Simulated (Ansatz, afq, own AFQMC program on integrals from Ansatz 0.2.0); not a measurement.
SiH$_{4}$⁻, doublet in aug-cc-pVDZ, levels against CCSDT(Q)

```xyz
5

Si    0.0000    0.0000    0.0000
H     0.8647    0.8681    0.8695
H    -0.8700   -0.8669    0.8654
H    -0.8649    0.8667   -0.8707
H     0.8702   -0.8679   -0.8642
```

Basis aug-cc-pVDZ. Only valence electrons are correlated. Ansatz 0.2.0 and our own AFQMC program on the same integrals; the CISD trial comes from CCSD amplitudes, and released means the phaseless constraint is let go. Free AFQMC starts from the CCSD state and is never constrained. Its projection time is finite, and what remains of the start isn't in its error. ± is one standard error of the sampling.

Determinant: UHF, the one that the program's search chose, which needn't be the lowest solution. The geometry is a PBE0/def2-TZVPD stationary point of this or a neighbouring charge and spin state.

No full CI on the walks' own integrals is used here; CCSDT(Q) serves as the reference and is uncertain by about the last step of the cluster series.

```
T1 diagnostic                               : 0.0198
weight of the determinant in the CISD state : 0.903
⟨S²⟩ of the determinant                     : 0.750
size of the correlated space                : 9 electrons in 58 orbitals
```

Reference: CCSDT(Q), correlation energy -4.523 eV. The released energy is read at 2.40 1/Eh (meV from the phaseless value at times in 1/Eh: 2.1 ± 2.2 at 0.24, 2.5 ± 1.5 at 0.51, 0.9 ± 1.7 at 0.99, 0.6 ± 1.7 at 1.62, 1.5 ± 1.5 at 2.40).

| level | E − E(reference) (kcal/mol) | share of correlation (%) |
| --- | --- | --- |
| HF | 104.30 | 0.00 |
| MP2 | 23.77 | 77.21 |
| CCSD | 3.00 | 97.13 |
| CCSD(T) | 0.62 | 99.41 |
| CCSDT | 0.07 | 99.94 |
| ph-AFQMC/HF | -0.01 ± 0.36 | 100.01 |
| ph-AFQMC/CISD | -0.01 ± 0.07 | 100.01 |
| released AFQMC | 0.02 ± 0.03 | 99.98 |
| free AFQMC | -0.05 ± 0.06 | 100.05 |

Free projections are given only where their last times agree within the noise and don't stop above the reference; a slow remainder of the start can still hide under it. A walk keeps the symmetry of its determinant, which the program's search chose and which needn't be the lowest solution, so a lower state of the same spin and another symmetry isn't excluded. Released energies are given only where the last usable release times agree within the noise; a slower fall can still hide under it.
